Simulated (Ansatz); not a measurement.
## Match the barriers

Saddle point of C2H6Cl, doublet (CH₃Cl ([CH3][Cl]) + CH₃ → CH₂Cl ([CH2][Cl]) + CH₄; bonds formed: H1–C4; bonds broken: H1–C2), PBE0-D4/def2-TZVP structure:

H1  (0.029, -0.073, -0.018)
C2  (0.504, 0.601, -1.039)
Cl3  (0.033, 2.268, -0.853)
C4  (-0.476, -0.765, 1.051)
H5  (0.053, 0.161, -1.924)
H6  (1.584, 0.491, -0.994)
H7  (0.350, -0.815, 1.755)
H8  (-1.303, -0.140, 1.377)
H9  (-0.774, -1.728, 0.645)
(Å)

Ansatz 0.2.0; basis: def2-TZVPP, with def2-QZVPP for the basis limit; cores frozen in the correlated methods; orbitals are unrestricted. Extrapolation: Hartree–Fock as exp(−7.88 √X), correlation as X^−2.97. Four methods, as single points on the PBE0-D4 structures, gave these electronic barriers from the start structure: 30.2, 46.9, 72.3, 121.1 kJ/mol.

Task: The methods were, in alphabetical order, HF, MP2, PBE-D4, r2SCAN-D4. Which gave which? (A judgement: the text doesn't fix the answer.)

Result: By the calculation: PBE-D4 30.2; r2SCAN-D4 46.9; MP2 72.3; HF 121.1 kJ/mol. For comparison, CCSD(T) at an estimated basis limit (MP2 extrapolated from triple and quadruple zeta, plus CCSD(T) − MP2 in triple zeta) gives 67.6 kJ/mol.

T1 diagnostic: at most 0.014. ⟨S²⟩ of the unrestricted Hartree–Fock references: 0.76 to 0.79 (a pure state has 0.75). The end structure is not quite a true minimum (one mode of 28i cm⁻¹).

Labels in which every atom is bracketed show which atoms are joined, not bond orders.

For scale, one of the runs: CCSD(T)/def2-TZVPP, 188 basis functions, launched by `ansatz run in.yaml --threads 4 --pin off --events-out ev --progress --plain --max-ram 9574MiB`. Time: 64 s of wall clock on 4 CPU threads of a Oxide Virtual Turin-like; the host was shared. Peak host memory: 5.1 GiB.
